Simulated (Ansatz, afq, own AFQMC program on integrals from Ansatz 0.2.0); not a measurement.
Zr, quintet in def2-TZVPP, levels against full CI

A free Zr atom.

Basis def2-TZVPP with its core potentials. Only valence electrons are correlated. Integrals, coupled cluster, full CI and functionals: Ansatz 0.2.0; the random walks run on the same integrals in our own AFQMC program. The CISD trial takes its coefficients from CCSD amplitudes. Released means that phaseless walkers are propagated on without the constraint, phases kept. Error bars are statistical, one sigma. No spin–orbit coupling. The metal's outer-core s and p shells are frozen, which shifts wave-function levels against functionals.

Determinant: UHF, the one that the program's search chose, which needn't be the lowest solution.

Full CI on the same integrals is exact in this basis and with this determinant's frozen core.

Cautions: no spin-orbit coupling; outer-core shells of the metal frozen; another spin lies lower (by 701 meV); the released energies have errors that jump between times, so the bars are unsure, so no released level is given (meV from the phaseless value at times in 1/Eh: -6.2 ± 1.5 at 0.60, -46 ± 34 at 1.20, 28 ± 28 at 2.00, -6 ± 5 at 3.00, -8 ± 7 at 4.20), though the last usable value meets full CI within the noise; the ph-AFQMC/CISD walk drifts between its halves (2.1 errors).

```
T1 diagnostic                               : 0.0098
weight of the determinant in the CISD state : 0.967
⟨S²⟩ of the determinant                     : 6.006
size of the correlated space                : 4 electrons in 52 orbitals
```

Reference: full CI, correlation energy -0.972 eV.

```
        level  E − E(reference) (meV)  share of correlation (%)
           HF                   972.0                      0.00
          MP2                   235.5                     75.77
         CCSD                    28.9                     97.03
      CCSD(T)                     7.8                     99.20
        CCSDT                     0.3                     99.97
     CCSDT(Q)                     0.0                    100.00
ph-AFQMC/CISD               9.9 ± 1.7                     98.98
```

CCSDT and higher add their correlation energy to the determinant of the CCSD(T) run, since their own runs factorise the integrals more tightly (a shift of under 2 meV).
